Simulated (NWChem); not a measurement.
System meant: Be cation, doublet

Input file for NWChem:

```
start job
memory heap 200 mb stack 900 mb global 1100 mb
charge 1
geometry units angstroms noautoz
  Be     0.000000     0.000000     0.000000
end
basis spherical
  * library def2-svp
end
dft
  odft
  mult 3
  xc xpbe96 cpbe96
  iterations 150
  mulliken
end
task dft energy
```

End of the output:

```
            XYZ format geometry
            -------------------
     1
 geometry
 Be                    0.00000000     0.00000000     0.00000000

 Summary of "ao basis" -> "" (spherical)
 ------------------------------------------------------------------------------
       Tag                 Description            Shells   Functions and Types
 ---------------- ------------------------------  ------  ---------------------
 *                          def2-svp                  on all atoms

  pbe96 is a nonlocal functional; adding pw91lda local functional.

                                 NWChem DFT Module
                                 -----------------

 Summary of "ao basis" -> "ao basis" (spherical)
 ------------------------------------------------------------------------------
       Tag                 Description            Shells   Functions and Types
 ---------------- ------------------------------  ------  ---------------------
 Be                         def2-svp                 5        9   3s2p

 Summary of "ao basis" -> "ao basis" (spherical)
 ------------------------------------------------------------------------------
       Tag                 Description            Shells   Functions and Types
 ---------------- ------------------------------  ------  ---------------------
 Be                         def2-svp                 5        9   3s2p

  number of electrons :                    3
  multiplicity        :                    3
 ------------------------------------------------------------------------
  no. of electrons and multiplicity not compatible                   3
 ------------------------------------------------------------------------
 ------------------------------------------------------------------------
  current input line :
    17: task dft energy
 ------------------------------------------------------------------------
 ------------------------------------------------------------------------
 There is an error in the input file
 ------------------------------------------------------------------------
 For more information see the NWChem manual at https://nwchemgit.github.io

0: no. of electrons and multiplicity not compatible:Received an Error in Communication
```

Task: Can this run be used? If not, why, and what is the fix?

Result: The input was rejected before any calculation. Cause: the multiplicity doesn't fit the number of electrons (an even count wants an odd multiplicity, and the reverse). This input runs:
```
start job
memory heap 200 mb stack 900 mb global 1100 mb
charge 1
geometry units angstroms noautoz
  Be     0.000000     0.000000     0.000000
end
basis spherical
  * library def2-svp
end
dft
  odft
  mult 2
  xc xpbe96 cpbe96
  iterations 150
  mulliken
end
task dft energy
```
It converges to -14.28204 Ha (PBE/def2-SVP, spin-unrestricted).
